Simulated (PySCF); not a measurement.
NMR data simulated for an unnamed compound:

¹H NMR (400 MHz, computed): δ 8.00 (m, 1H), 7.83 (m, 1H), 3.78 (s, 3H).

¹³C{¹H} NMR (computed): δ 160.6 (CH), 148.9 (CH), 37.8 (CH3).

Non-relativistic, one computed conformer, one averaged value for each set of equivalent atoms, gas phase. PBE0-D3(BJ)/def2-TZVP geometry; NMR shieldings at B97-2/pcSseg-2/GIAO; PySCF.

Referencing at the same level of theory: ¹H and ¹³C vs TMS.

Problem. Which of these does the molecule contain: a heteroaromatic ring, a vinyl group CH=CH2, a tert-butyl group, an N-methyl group, an aldehyde?

Solution. 
- A heteroaromatic ring: yes.
- A vinyl group CH=CH2: no.
- A tert-butyl group: no.
- An N-methyl group: yes (δC 37.8; δH 3.78 (s)).
- An aldehyde: no.

The data belong to `Cn1cncn1`, C$_{3}$H$_{5}$N$_{3}$; they needn't prove each group on their own.

Carbon signals by region: 1 in the far downfield region (above 160 ppm), 1 in the sp2 and nitrile region (100–160 ppm), 1 below 50 ppm. Above 160 ppm: 160.6, aromatic CH between two ring heteroatoms.

Shifts are as computed. Against solution values, carbons near 30 ppm lie about +3 ppm off and those near 130 ppm about +7 ppm. Of 1211 compounds with measured shifts, 218 miss one by over three times the rms of a fit or turn the order of signals round; such compounds aren't used in these exercises. Multiplicities follow the n + 1 count of equivalent neighbours, as no J values were calculated; m marks all less simple cases, F and P coupling included.
